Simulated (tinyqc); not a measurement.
CCD on RHF in the sto-3g basis, frozen core, for HF, spin multiplicity 1, step by step. Computed by tinyqc, a small Python program that keeps every step (integrals from PySCF). Settings: charge = 0, multiplicity = 1, basis = sto-3g, method = RHF, frozen orbitals = 1, energy threshold = 1e-10, iteration cap = 78, orthogonalisation = canonical, start = core, DIIS depth = 6, amplitude equations = CCD, DIIS depth for amplitudes = 6, cap on updates = 71. Command: `OMP_NUM_THREADS=1 python tinyqc.py 27676 27677 out.jsonl` (the two numbers bound the seeds that draw the settings). One thread of a shared host (Intel(R) Xeon(R) Processor @ 2.60GHz), about 0.07 s of CPU time with the checks. The early iterations of the SCF are left out here.

## One-electron integrals

Geometry (angstrom):
```
atom       x       y       z
F     0.0000  0.0000  0.0000
H     0.0000  0.0000  1.1520
```

Basis sto-3g: exponents (1/bohr^2) and contraction coefficients of normalised primitives:
```
element  l (shell)  exponent  coefficient
F            s (1)  166.6791       0.1543
F            s (1)   30.3608       0.5353
F            s (1)    8.2168       0.4446
F            s (2)    6.4648      -0.1000
F            s (2)    1.5023       0.3995
F            s (2)    0.4886       0.7001
F            p (3)    6.4648       0.1559
F            p (3)    1.5023       0.6077
F            p (3)    0.4886       0.3920
H            s (1)    3.4253       0.1543
H            s (1)    0.6239       0.5353
H            s (1)    0.1689       0.4446
```

Overlap, kinetic and nuclear-attraction integrals over the contracted functions; the nuclear repulsion is the sum of Za Zb / Rab.

nuclear repulsion = 4.134197 hartree

overlap S:
```
         1F 1s   1F 2s  1F 2px  1F 2py  1F 2pz   2H 1s
1F 1s   1.0000  0.2380  0.0000  0.0000  0.0000  0.0282
1F 2s   0.2380  1.0000  0.0000  0.0000  0.0000  0.3078
1F 2px  0.0000  0.0000  1.0000  0.0000  0.0000  0.0000
1F 2py  0.0000  0.0000  0.0000  1.0000  0.0000  0.0000
1F 2pz  0.0000  0.0000  0.0000  0.0000  1.0000  0.2636
2H 1s   0.0282  0.3078  0.0000  0.0000  0.2636  1.0000
```

kinetic energy T (hartree):
```
          1F 1s    1F 2s  1F 2px  1F 2py  1F 2pz    2H 1s
1F 1s   36.9846  -0.2129  0.0000  0.0000  0.0000  -0.0077
1F 2s   -0.2129   1.0380  0.0000  0.0000  0.0000   0.0357
1F 2px   0.0000   0.0000  3.2480  0.0000  0.0000   0.0000
1F 2py   0.0000   0.0000  0.0000  3.2480  0.0000   0.0000
1F 2pz   0.0000   0.0000  0.0000  0.0000  3.2480   0.1246
2H 1s   -0.0077   0.0357  0.0000  0.0000  0.1246   0.7600
```

nuclear attraction V (hartree):
```
           1F 1s     1F 2s    1F 2px    1F 2py    1F 2pz    2H 1s
1F 1s   -77.4689   -9.2861    0.0000    0.0000   -0.0095  -1.1275
1F 2s    -9.2861  -12.0000    0.0000    0.0000   -0.1183  -2.6826
1F 2px    0.0000    0.0000  -11.8858    0.0000    0.0000   0.0000
1F 2py    0.0000    0.0000    0.0000  -11.8858    0.0000   0.0000
1F 2pz   -0.0095   -0.1183    0.0000    0.0000  -11.9507  -1.9892
2H 1s    -1.1275   -2.6826    0.0000    0.0000   -1.9892  -5.2910
```

core Hamiltonian H = T + V (hartree):
```
           1F 1s     1F 2s   1F 2px   1F 2py   1F 2pz    2H 1s
1F 1s   -40.4844   -9.4990   0.0000   0.0000  -0.0095  -1.1352
1F 2s    -9.4990  -10.9620   0.0000   0.0000  -0.1183  -2.6469
1F 2px    0.0000    0.0000  -8.6378   0.0000   0.0000   0.0000
1F 2py    0.0000    0.0000   0.0000  -8.6378   0.0000   0.0000
1F 2pz   -0.0095   -0.1183   0.0000   0.0000  -8.7027  -1.8647
2H 1s    -1.1352   -2.6469   0.0000   0.0000  -1.8647  -4.5310
```

## Two-electron integrals

Functions are numbered as in S; the eight-fold symmetry (ij|kl) = (ji|kl) = (kl|ij) leaves the list below.

Two-electron integrals (ij|kl) in chemists' order, unique and non-zero (hartree):
```
(11|11) 5.4035   (21|11) 0.8419   (21|21) 0.1563   (22|11) 1.2680
(22|21) 0.2923   (22|22) 0.9262   (31|31) 0.0280   (32|31) 0.0432
(32|32) 0.2046   (33|11) 1.2645   (33|21) 0.2924   (33|22) 0.9260
(33|33) 0.9975   (41|41) 0.0280   (42|41) 0.0432   (42|42) 0.2046
(43|43) 0.0538   (44|11) 1.2645   (44|21) 0.2924   (44|22) 0.9260
(44|33) 0.8900   (44|44) 0.9975   (51|51) 0.0280   (52|51) 0.0432
(52|52) 0.2046   (53|53) 0.0538   (54|54) 0.0538   (55|11) 1.2645
(55|21) 0.2924   (55|22) 0.9260   (55|33) 0.8900   (55|44) 0.8900
(55|55) 0.9975   (61|11) 0.1010   (61|21) 0.0186   (61|22) 0.0346
(61|33) 0.0346   (61|44) 0.0346   (61|51) 0.0008   (61|52) 0.0014
(61|55) 0.0347   (61|61) 0.0022   (62|11) 0.2718   (62|21) 0.0636
(62|22) 0.2267   (62|33) 0.2233   (62|44) 0.2233   (62|51) 0.0043
(62|52) 0.0347   (62|55) 0.2332   (62|61) 0.0077   (62|62) 0.0700
(63|31) 0.0065   (63|32) 0.0390   (63|53) 0.0072   (63|63) 0.0101
(64|41) 0.0065   (64|42) 0.0390   (64|54) 0.0072   (64|64) 0.0101
(65|11) 0.1917   (65|21) 0.0454   (65|22) 0.1733   (65|33) 0.1660
(65|44) 0.1660   (65|51) 0.0092   (65|52) 0.0640   (65|55) 0.1876
(65|61) 0.0057   (65|62) 0.0657   (65|65) 0.0714   (66|11) 0.4514
(66|21) 0.1073   (66|22) 0.4421   (66|33) 0.4279   (66|44) 0.4279
(66|51) 0.0086   (66|52) 0.0979   (66|55) 0.4701   (66|61) 0.0130
(66|62) 0.1805   (66|65) 0.1974   (66|66) 0.7746
```

## Orthogonalisation

S = U s U^T; canonical form X = U s^(-1/2), so that X^T S X = 1. Each column of U has its largest component positive (the first on a tie).

eigenvalues of S: 0.5622  0.8485  1.0000  1.0000  1.1288  1.4605

X:
```
              1        2        3       4        5       6
1F 1s    0.3831   0.7166   0.0000  0.0000  -0.5655  0.2876
1F 2s   -0.8055  -0.4147   0.0000  0.0000  -0.3409  0.4952
1F 2px   0.0000   0.0000  -0.3149  0.9491   0.0000  0.0000
1F 2py   0.0000   0.0000   0.9491  0.3149   0.0000  0.0000
1F 2pz  -0.5114   0.6088   0.0000  0.0000   0.6026  0.2967
2H 1s    0.8495  -0.3499   0.0000  0.0000   0.2945  0.5184
```

Within a degenerate level the vectors are fixed only up to a rotation; this is one choice.

## Iteration 6 (converged): orbitals

converged F (hartree):
```
           1F 1s    1F 2s   1F 2px   1F 2py   1F 2pz    2H 1s
1F 1s   -25.9111  -6.6247   0.0000   0.0000  -0.0173  -0.8004
1F 2s    -6.6247  -3.0216   0.0000   0.0000  -0.0372  -0.7548
1F 2px    0.0000   0.0000  -0.4624   0.0000   0.0000   0.0000
1F 2py    0.0000   0.0000   0.0000  -0.4624   0.0000   0.0000
1F 2pz   -0.0173  -0.0372   0.0000   0.0000  -0.2452  -0.4672
2H 1s    -0.8004  -0.7548   0.0000   0.0000  -0.4672  -0.3486
```

Diagonalise F' = X^T F X, C = X C', fill 5 alpha and 5 beta electrons from the bottom; D = 2 C_occ C_occ^T. Each column has its largest component positive (the first on a tie).

F' = X^T F X (hartree):
```
         1        2        3        4         5        6
1  -1.0968  -3.7063   0.0000   0.0000    3.1457  -1.8204
2  -3.7063  -9.6361   0.0000   0.0000    9.7882  -6.2977
3   0.0000   0.0000  -0.4624   0.0000    0.0000   0.0000
4   0.0000   0.0000   0.0000  -0.4624    0.0000   0.0000
5   3.1457   9.7882   0.0000   0.0000  -11.0307   7.1279
6  -1.8204  -6.2977   0.0000   0.0000    7.1279  -5.6706
```

orbital energies (hartree): MO1 -25.9205, MO2 -1.4230, MO3 -0.5120, MO4 -0.4624, MO5 -0.4624, MO6 0.4214

coefficients C:
```
            MO1      MO2      MO3     MO4      MO5      MO6
1F 1s    0.9949  -0.2566   0.0582  0.0000   0.0000   0.0606
1F 2s    0.0209   0.9859  -0.2993  0.0000   0.0000  -0.3466
1F 2px   0.0000   0.0000   0.0000  0.2680   0.9634   0.0000
1F 2py   0.0000   0.0000   0.0000  0.9634  -0.2680   0.0000
1F 2pz   0.0016   0.0361   0.6866  0.0000   0.0000  -0.7814
2H 1s   -0.0036   0.1122   0.5819  0.0000   0.0000   0.9211
```

D after iteration 6:
```
          1F 1s    1F 2s  1F 2px  1F 2py   1F 2pz    2H 1s
1F 1s    2.1182  -0.4991  0.0000  0.0000   0.0645   0.0029
1F 2s   -0.4991   2.1243  0.0000  0.0000  -0.3398  -0.1273
1F 2px   0.0000   0.0000  2.0000  0.0000   0.0000   0.0000
1F 2py   0.0000   0.0000  0.0000  2.0000   0.0000   0.0000
1F 2pz   0.0645  -0.3398  0.0000  0.0000   0.9455   0.8071
2H 1s    0.0029  -0.1273  0.0000  0.0000   0.8071   0.7023
```

Within a degenerate level the vectors are fixed only up to a rotation; this is one choice.

## Convergence

Stop when the energy changes by less than 1e-10 hartree and every element of the error matrix X^T (F D S - S D F) X is below 3e-06.

Course of the cycle:
```
iteration  E (hartree)     change  largest element of the error matrix
1           -97.881106          -                             5.40e-01
2           -98.533409  -6.52e-01                             7.40e-02
3           -98.537835  -4.43e-03                             1.76e-02
4           -98.537977  -1.43e-04                             6.26e-04
5           -98.537977  -1.22e-07                             8.39e-06
6           -98.537977  -4.26e-11                             1.37e-07
```

PySCF RHF in the same basis = -98.537977 hartree

Converged in 6 iterations.

## Integrals over molecular orbitals

(pq|rs) = sum C_ip C_jq C_kr C_ls (ij|kl), one index at a time.

one-electron integrals over orbitals h = C^T H C (hartree):
```
          1        2        3        4        5        6
1  -40.4669   0.7182  -0.1541   0.0000   0.0000  -0.1655
2    0.7182  -9.1272   0.5262   0.0000   0.0000   0.8923
3   -0.1541   0.5262  -7.0223   0.0000   0.0000   2.1563
4    0.0000   0.0000   0.0000  -8.6378   0.0000   0.0000
5    0.0000   0.0000   0.0000   0.0000  -8.6378   0.0000
6   -0.1655   0.8923   2.1563   0.0000   0.0000  -6.0401
```

Two-electron integrals over orbitals (pq|rs), unique and non-zero (hartree); the lowest 1 orbital is frozen and left out:
```
(22|22) 0.8668    (32|22) -0.0421   (32|32) 0.1426    (33|22) 0.7105
(33|32) -0.0220   (33|33) 0.6989    (42|42) 0.1874    (43|42) -0.0322
(43|43) 0.0383    (44|22) 0.8907    (44|32) -0.0710   (44|33) 0.6987
(44|44) 0.9975    (52|52) 0.1874    (53|52) -0.0322   (53|53) 0.0383
(54|54) 0.0538    (55|22) 0.8907    (55|32) -0.0710   (55|33) 0.6987
(55|44) 0.8900    (55|55) 0.9975    (62|22) -0.0980   (62|32) -0.0695
(62|33) -0.0249   (62|44) -0.0964   (62|55) -0.0964   (62|62) 0.0922
(63|22) -0.2183   (63|32) 0.0866    (63|33) -0.1010   (63|44) -0.2328
(63|55) -0.2328   (63|62) 0.0427    (63|63) 0.2172    (64|42) -0.0324
(64|43) -0.0206   (64|64) 0.0297    (65|52) -0.0324   (65|53) -0.0206
(65|65) 0.0297    (66|22) 0.6508    (66|32) 0.0527    (66|33) 0.6569
(66|44) 0.6324    (66|55) 0.6324    (66|62) -0.0579   (66|63) -0.0229
(66|66) 0.6876
```

## CCD: starting amplitudes

t_ij^ab = <ij||ab> / (e_i + e_j - e_a - e_b), whose energy is MP2.

Starting amplitudes (spin orbitals 1a, 1b, ...; amplitudes related by a flip of all spins are not repeated):
```
from      to        t
3a 3b  6a 6b  -0.1163
2a 2b  6a 6b  -0.0250
5a 5b  6a 6b  -0.0168
4a 4b  6a 6b  -0.0168
2a 3b  6a 6b  -0.0154
```

correlation energy = -0.029883 hartree

## CCD: amplitude update 1

t_ij^ab D_ij^ab are set to the remaining terms of the spin-orbital equations, evaluated with the old amplitudes; for the doubles these are <ij||ab> + 1/2 <ab||ef> t_ij^ef + 1/2 <mn||ij> t_mn^ab + P(ij)P(ab) <mb||ej> t_im^ae + terms in t^2, D the orbital-energy denominators.

Amplitudes after update 1 (spin orbitals 1a, 1b, ...; amplitudes related by a flip of all spins are not repeated):
```
from      to        t
3a 3b  6a 6b  -0.1636
2a 2b  6a 6b  -0.0253
2a 3b  6a 6b  -0.0243
5a 5b  6a 6b  -0.0189
4a 4b  6a 6b  -0.0189
```

correlation energy = -0.041053 hartree

## CCD: amplitude update 2

As before.

Amplitudes after update 2 (spin orbitals 1a, 1b, ...; amplitudes related by a flip of all spins are not repeated):
```
from      to        t
3a 3b  6a 6b  -0.1829
2a 3b  6a 6b  -0.0281
2a 2b  6a 6b  -0.0238
5a 5b  6a 6b  -0.0188
4a 4b  6a 6b  -0.0188
```

correlation energy = -0.045439 hartree

## CCD: amplitude update 3

t_ij^ab D_ij^ab are set to the remaining terms of the spin-orbital equations, evaluated with the old amplitudes; for the doubles these are <ij||ab> + 1/2 <ab||ef> t_ij^ef + 1/2 <mn||ij> t_mn^ab + P(ij)P(ab) <mb||ej> t_im^ae + terms in t^2, D the orbital-energy denominators. DIIS then mixes the stored amplitudes.

DIIS coefficients: -0.6969  1.6969

Amplitudes after update 3 (spin orbitals 1a, 1b, ...; amplitudes related by a flip of all spins are not repeated):
```
from      to        t
3a 3b  6a 6b  -0.1965
2a 3b  6a 6b  -0.0306
2a 2b  6a 6b  -0.0223
5a 5b  6a 6b  -0.0185
4a 4b  6a 6b  -0.0185
```

correlation energy = -0.048432 hartree

## CCD: convergence

E_corr = 1/4 sum <ij||ab> t_ij^ab; stop when the norm of the change is below 1e-8.

Course of the amplitude iterations:
```
update  correlation energy (hartree)  norm of the change
0                          -0.029883                   -
1                          -0.041053            9.79e-02
2                          -0.045439            4.03e-02
3                          -0.048432            1.66e-02
4                          -0.048408            3.02e-04
5                          -0.048414            4.30e-05
6                          -0.048411            9.15e-06
7                          -0.048412            6.25e-06
8                          -0.048412            1.07e-06
9                          -0.048412            7.72e-09
```

Converged amplitudes (spin orbitals 1a, 1b, ...; amplitudes related by a flip of all spins are not repeated):
```
from      to        t
3a 3b  6a 6b  -0.1965
2a 3b  6a 6b  -0.0305
2a 2b  6a 6b  -0.0222
5a 5b  6a 6b  -0.0184
4a 4b  6a 6b  -0.0184
```

CCD total energy = -98.586390 hartree

Converged in 9 updates, with DIIS from the third.
